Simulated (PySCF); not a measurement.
Compound: disulfane, H₂S₂.
Atom-mapped SMILES: `[SH:1][SH:2]` (hydrogens: H3 on S1; H4 on S2)

The same species was optimised twice, with GFN2-xTB and with PBE0-D3(BJ)/def2-SVP (PySCF), and the same property calculations (PySCF, gas phase) were run on both structures.

```csv
coordinate,GFN2-xTB,PBE0-D3(BJ)/def2-SVP,change
S1–S2 (Å),2.045,2.072,+0.027
S1–H3 (Å),1.340,1.355,+0.015
S2–H4 (Å),1.340,1.355,+0.015
S2–S1–H3 (°),98.1,98.3,+0.2
S1–S2–H4 (°),98.1,98.3,+0.2
```

Rotational constants: A = 148059, B = 7074, C = 7042 MHz (GFN2-xTB) against A = 144799, B = 6875, C = 6872 MHz (PBE0-D3(BJ)/def2-SVP). Point groups within 0.08 Å: C2 and C2.

On the GFN2-xTB structure: HOMO (eV) -7.50 [PBE0/pcSseg-1]; LUMO (eV) -0.87 [PBE0/pcSseg-1]; dipole (D) 1.53 [PBE0/pcSseg-1]; GIAO shielding of S1/S2 (mean) (ppm) 618.8 [PBE0/pcSseg-1].

Question: What do these properties become on the PBE0-D3(BJ)/def2-SVP structure?

Answer: 
```json
{"property": "HOMO (eV)", "level": "PBE0/pcSseg-1", "on GFN2-xTB": "-7.50", "on PBE0-D3(BJ)/def2-SVP": "-7.62", "change": "-0.12"}
{"property": "LUMO (eV)", "level": "PBE0/pcSseg-1", "on GFN2-xTB": "-0.87", "on PBE0-D3(BJ)/def2-SVP": "-1.07", "change": "-0.20"}
{"property": "dipole (D)", "level": "PBE0/pcSseg-1", "on GFN2-xTB": "1.53", "on PBE0-D3(BJ)/def2-SVP": "1.59", "change": "+0.06"}
{"property": "energy, GFN2-xTB geometry as zero (kcal/mol)", "level": "PBE0/pcSseg-1", "on GFN2-xTB": "0.0", "on PBE0-D3(BJ)/def2-SVP": "-0.4", "change": "-0.4"}
{"property": "GIAO shielding of S1/S2 (mean) (ppm)", "level": "PBE0/pcSseg-1", "on GFN2-xTB": "618.8", "on PBE0-D3(BJ)/def2-SVP": "587.0", "change": "-31.8"}
```

The heavy atoms differ by 0.014 Å rms after alignment. Among all bonds S1–S2 changes most (+0.027 Å). Changes are differences of the printed values. Neither structure is proved a minimum here.

Conformer computed: `[SH:1][SH:2]`: H–S1–S2–H -91°.
